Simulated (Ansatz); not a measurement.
`N#[Si]` radical. The species carries charge 0 and has multiplicity 2.

Q: List the harmonic frequencies (cm⁻¹, unscaled) at PBE0-D4/def2-TZVP in Ansatz. (An estimate is asked.)

A: Ansatz gave: 1196.

Q: Is this a minimum?

A: Yes, all 1 modes are real.
